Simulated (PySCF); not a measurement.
# SiH2F2 (SMILES F[SiH2]F) at wB97X-V/STO-3G

Aim: the vertical singlet–triplet gap of SiH2F2 at wB97X-V/STO-3G, from 2 runs. Input form: a Python script.

Program for the calculation: PySCF 2.14.0.

7 further runs of the same task are left out: 1 that didn't finish, 6 set aside as unsound or not needed.

**1. The structure to begin with**

The species is SiH2F2 (5 atoms), meant as a singlet with charge 0. As SMILES, `F[SiH2]F`. Geometry: relaxed at PBE0-D4/def2-TZVP.

Bond lengths: F1–Si2 1.586 Å, Si2–F3 1.586 Å, Si2–H4 1.474 Å, Si2–H5 1.474 Å. Angles: F1–Si2–F3 108.0°, F1–Si2–H4 108.5°, F1–Si2–H5 108.5°, F3–Si2–H4 108.5°, F3–Si2–H5 108.5°, H4–Si2–H5 114.6°.

**2. A single-point energy at wB97X-V/STO-3G**

Contents of calc.py:

```python
from pyscf import gto, dft

mol = gto.M(
    atom=[
    ('F', (-1.079010, 0.538200, 0.980720)),
    ('Si', (-0.005220, -0.000540, -0.054090)),
    ('F', (1.247630, -0.520590, 0.766910)),
    ('H', (-0.590470, -1.138740, -0.786300)),
    ('H', (0.427070, 1.121680, -0.907250)),
],
    spin=0,
    max_memory=1860,
    basis='sto-3g',
    verbose=4,
)

ks = dft.RKS(mol)
ks.xc = 'wb97x-v'
ks.nlcgrids.level = 1
ks.grids.level = 5
ks.conv_tol = 1e-10
ks.kernel()
if not ks.converged:
    ks = ks.newton().run(ks.mo_coeff, ks.mo_occ)

e_tot = ks.e_tot
print('E(%s) = %.9f' % ('WB97X-V', e_tot))
```

On the command line:

```bash
$ OMP_NUM_THREADS=1 python calc.py
```

Output:

```text
PySCF version 2.14.0

[INPUT] num. atoms = 5
[INPUT] num. electrons = 34
[INPUT] charge = 0
[INPUT] spin (= nelec alpha-beta = 2S) = 0
[INPUT] symmetry False subgroup None
[INPUT] Mole.unit = angstrom
[INPUT] Symbol           X                Y                Z      unit          X                Y                Z       unit  Magmom
[INPUT]  1 F     -1.079010000000   0.538200000000   0.980720000000 AA   -2.039033385667   1.017050600241   1.853292204883 Bohr   0.0
[INPUT]  2 Si    -0.005220000000  -0.000540000000  -0.054090000000 AA   -0.009864370370  -0.001020452107  -0.102215286078 Bohr   0.0
[INPUT]  3 F      1.247630000000  -0.520590000000   0.766910000000 AA    2.357679004791  -0.983772523187   1.449249862190 Bohr   0.0
[INPUT]  4 H     -0.590470000000  -1.138740000000  -0.786300000000 AA   -1.115826584772  -2.151906727087  -1.485891651746 Bohr   0.0
[INPUT]  5 H      0.427070000000   1.121680000000  -0.907250000000 AA    0.807045336018   2.119667999402  -1.714454026512 Bohr   0.0

nuclear repulsion = 118.741930749531
number of shells = 13
number of NR pGTOs = 63
number of NR cGTOs = 21
basis = sto-3g
ecp = {}

******** <class 'pyscf.dft.rks.RKS'> ********
method = RKS
initial guess = minao
damping factor = 0
level_shift factor = 0
DIIS = <class 'pyscf.scf.diis.CDIIS'>
diis_start_cycle = 1
diis_space = 8
diis_damp = 0
SCF conv_tol = 1e-10
SCF conv_tol_grad = None
SCF max_cycles = 50
direct_scf = True
direct_scf_tol = 1e-13
XC library pyscf.dft.libxc version 7.0.0
    S. Lehtola, C. Steigemann, M. J.T. Oliveira, and M. A.L. Marques.,  SoftwareX 7, 1–5 (2018)
XC functionals = wb97x-v
    N. Mardirossian and M. Head-Gordon.,  Phys. Chem. Chem. Phys. 16, 9904-9924 (2014)
radial grids:
    Treutler-Ahlrichs [JCP 102, 346 (1995); DOI:10.1063/1.469408] (M4) radial grids

becke partition: Becke, JCP 88, 2547 (1988); DOI:10.1063/1.454033
pruning grids: <function nwchem_prune>
grids dens level: 5
symmetrized grids: False
atomic radii adjust function: <function treutler_atomic_radii_adjust>
** Following is NLC and NLC Grids **
NLC functional = wb97x-v
radial grids:
    Treutler-Ahlrichs [JCP 102, 346 (1995); DOI:10.1063/1.469408] (M4) radial grids

becke partition: Becke, JCP 88, 2547 (1988); DOI:10.1063/1.454033
pruning grids: <function nwchem_prune>
grids dens level: 1
symmetrized grids: False
atomic radii adjust function: <function treutler_atomic_radii_adjust>
small_rho_cutoff = 0
Set gradient conv threshold to 1e-05
Initial guess from minao.
tot grids = 178392
tot grids = 21960
init E= -483.923588851777
  HOMO = -0.380885765777904  LUMO = 0.16855627803857  gap/eV = 14.95108
cycle= 1 E= -483.926485647122  delta_E= -0.0029  |g|= 0.487  |ddm|= 2.41
  HOMO = -0.16982091569911  LUMO = 0.340744541010834  gap/eV = 13.89319
cycle= 2 E= -484.023824338484  delta_E= -0.0973  |g|= 0.24  |ddm|= 1.33
  HOMO = -0.279502650067386  LUMO = 0.381017792175057  gap/eV = 17.97368
cycle= 3 E= -484.043626636743  delta_E= -0.0198  |g|= 0.0142  |ddm|= 0.38
  HOMO = -0.281534001317069  LUMO = 0.385285348782016  gap/eV = 18.14508
cycle= 4 E= -484.043781492145  delta_E= -0.000155  |g|= 0.00215  |ddm|= 0.0426
  HOMO = -0.281514020869612  LUMO = 0.385014386181975  gap/eV = 18.13716
cycle= 5 E= -484.043785238489  delta_E= -3.75e-06  |g|= 0.000503  |ddm|= 0.00663
  HOMO = -0.281407752008934  LUMO = 0.385012489660652  gap/eV = 18.13422
cycle= 6 E= -484.04378545858  delta_E= -2.2e-07  |g|= 6.58e-05  |ddm|= 0.00176
  HOMO = -0.281434583259917  LUMO = 0.385009773758874  gap/eV = 18.13487
cycle= 7 E= -484.04378546236  delta_E= -3.78e-09  |g|= 1.25e-05  |ddm|= 0.000221
  HOMO = -0.281433434090374  LUMO = 0.385010471124546  gap/eV = 18.13486
cycle= 8 E= -484.043785462494  delta_E= -1.34e-10  |g|= 8.35e-07  |ddm|= 4.56e-05
  HOMO = -0.28143372672682  LUMO = 0.385010631836793  gap/eV = 18.13487
cycle= 9 E= -484.043785462494  delta_E=    0  |g|= 1.19e-07  |ddm|= 2.84e-06
  HOMO = -0.28143366980234  LUMO = 0.385010608192388  gap/eV = 18.13487
Extra cycle  E= -484.043785462493  delta_E= 3.41e-13  |g|= 3.7e-08  |ddm|= 2.98e-07
converged SCF energy = -484.043785462493
E(WB97X-V) = -484.043785462
```

It took 13 s on 1 thread of AMD EPYC 9R45 (Zen 5), shared host; peak memory 0.21 GiB.

**3. The triplet at the same level**

Contents of calc.py:

```python
from pyscf import gto, dft

mol = gto.M(
    atom='''
F       -1.079010       0.538200       0.980720
Si      -0.005220      -0.000540      -0.054090
F        1.247630      -0.520590       0.766910
H       -0.590470      -1.138740      -0.786300
H        0.427070       1.121680      -0.907250
''',
    charge=0,
    verbose=4,
    spin=2,
    max_memory=1860,
    basis='sto-3g',
)

ks = dft.UKS(mol)
ks.xc = 'wb97x-v'
ks.grids.level = 5
ks.nlcgrids.level = 1
ks.conv_tol = 1e-10
ks.kernel()
if not ks.converged:
    ks = ks.newton().run(ks.mo_coeff, ks.mo_occ)

energy = ks.e_tot
print('E = %.10f Eh' % energy)
```

On the command line:

```bash
$ OMP_NUM_THREADS=1 python calc.py
```

Output:

```text
PySCF version 2.14.0

[INPUT] num. atoms = 5
[INPUT] num. electrons = 34
[INPUT] charge = 0
[INPUT] spin (= nelec alpha-beta = 2S) = 2
[INPUT] symmetry False subgroup None
[INPUT] Mole.unit = angstrom
[INPUT] Symbol           X                Y                Z      unit          X                Y                Z       unit  Magmom
[INPUT]  1 F     -1.079010000000   0.538200000000   0.980720000000 AA   -2.039033385667   1.017050600241   1.853292204883 Bohr   0.0
[INPUT]  2 Si    -0.005220000000  -0.000540000000  -0.054090000000 AA   -0.009864370370  -0.001020452107  -0.102215286078 Bohr   0.0
[INPUT]  3 F      1.247630000000  -0.520590000000   0.766910000000 AA    2.357679004791  -0.983772523187   1.449249862190 Bohr   0.0
[INPUT]  4 H     -0.590470000000  -1.138740000000  -0.786300000000 AA   -1.115826584772  -2.151906727087  -1.485891651746 Bohr   0.0
[INPUT]  5 H      0.427070000000   1.121680000000  -0.907250000000 AA    0.807045336018   2.119667999402  -1.714454026512 Bohr   0.0

nuclear repulsion = 118.741930749531
number of shells = 13
number of NR pGTOs = 63
number of NR cGTOs = 21
basis = sto-3g
ecp = {}

******** <class 'pyscf.dft.uks.UKS'> ********
method = UKS
initial guess = minao
damping factor = 0
level_shift factor = 0
DIIS = <class 'pyscf.scf.diis.CDIIS'>
diis_start_cycle = 1
diis_space = 8
diis_damp = 0
SCF conv_tol = 1e-10
SCF conv_tol_grad = None
SCF max_cycles = 50
direct_scf = True
direct_scf_tol = 1e-13
number electrons alpha = 18  beta = 16
XC library pyscf.dft.libxc version 7.0.0
    S. Lehtola, C. Steigemann, M. J.T. Oliveira, and M. A.L. Marques.,  SoftwareX 7, 1–5 (2018)
XC functionals = wb97x-v
    N. Mardirossian and M. Head-Gordon.,  Phys. Chem. Chem. Phys. 16, 9904-9924 (2014)
radial grids:
    Treutler-Ahlrichs [JCP 102, 346 (1995); DOI:10.1063/1.469408] (M4) radial grids

becke partition: Becke, JCP 88, 2547 (1988); DOI:10.1063/1.454033
pruning grids: <function nwchem_prune>
grids dens level: 5
symmetrized grids: False
atomic radii adjust function: <function treutler_atomic_radii_adjust>
** Following is NLC and NLC Grids **
NLC functional = wb97x-v
radial grids:
    Treutler-Ahlrichs [JCP 102, 346 (1995); DOI:10.1063/1.469408] (M4) radial grids

becke partition: Becke, JCP 88, 2547 (1988); DOI:10.1063/1.454033
pruning grids: <function nwchem_prune>
grids dens level: 1
symmetrized grids: False
atomic radii adjust function: <function treutler_atomic_radii_adjust>
small_rho_cutoff = 0
Set gradient conv threshold to 1e-05
tot grids = 178392
tot grids = 21960
init E= -483.923588851777
[... the frontier-level lines of each cycle are left out ...]


cycle= 1 E= -483.423874004023  delta_E=  0.5  |g|= 0.397  |ddm|= 2.56


cycle= 2 E= -483.486995452354  delta_E= -0.0631  |g|= 0.449  |ddm|= 2.05


cycle= 3 E= -483.635757732306  delta_E= -0.149  |g|= 0.0552  |ddm|=  0.8


cycle= 4 E= -483.639134551892  delta_E= -0.00338  |g|= 0.00863  |ddm|= 0.123


cycle= 5 E= -483.639331206836  delta_E= -0.000197  |g|= 0.00145  |ddm|= 0.0512


cycle= 6 E= -483.639335098019  delta_E= -3.89e-06  |g|= 0.000894  |ddm|= 0.0076


cycle= 7 E= -483.639335695251  delta_E= -5.97e-07  |g|= 0.000491  |ddm|= 0.00201


cycle= 8 E= -483.639336079559  delta_E= -3.84e-07  |g|= 0.000111  |ddm|= 0.00257


cycle= 9 E= -483.639336162293  delta_E= -8.27e-08  |g|= 8.65e-05  |ddm|= 0.00145


cycle= 10 E= -483.639336289907  delta_E= -1.28e-07  |g|= 4.93e-05  |ddm|= 0.00332


cycle= 11 E= -483.639336329158  delta_E= -3.93e-08  |g|= 9.96e-06  |ddm|= 0.00241


cycle= 12 E= -483.639336330564  delta_E= -1.41e-09  |g|= 3.62e-06  |ddm|= 0.000536


cycle= 13 E= -483.639336330633  delta_E= -6.91e-11  |g|= 3.57e-06  |ddm|= 3.29e-05


Extra cycle  E= -483.639336330694  delta_E= -6.04e-11  |g|= 3.31e-06  |ddm|= 3.15e-05
converged SCF energy = -483.639336330694  <S^2> = 2.0137807  2S+1 = 3.0091731
E = -483.6393363307 Eh
```

Wall time 19 s (1 thread of AMD EPYC 9R45 (Zen 5), shared host); peak memory 0.21 GiB.

**4. Outcome**

At wB97X-V/STO-3G:

| quantity | value |
| --- | --- |
| singlet: total energy | -484.04379 Eh |
| singlet: dipole moment | 0.78 D |
| singlet: HOMO energy | -7.66 eV |
| singlet: LUMO energy | 10.48 eV |
| singlet: HOMO–LUMO gap | 18.13 eV |
| triplet: total energy | -483.63934 Eh |
| triplet: dipole moment | 0.03 D |
| triplet: ⟨S²⟩ | 2.014 |
| vertical energy of the triplet above the singlet | 11.006 eV |

In words: At this shape the triplet lies 11.01 eV (1062 kJ/mol) above the singlet. In a minimal basis such a difference can be off by several eV, whatever the method. Mulliken charges (triplet) run from -0.16 on F1 to +0.59 on Si2.
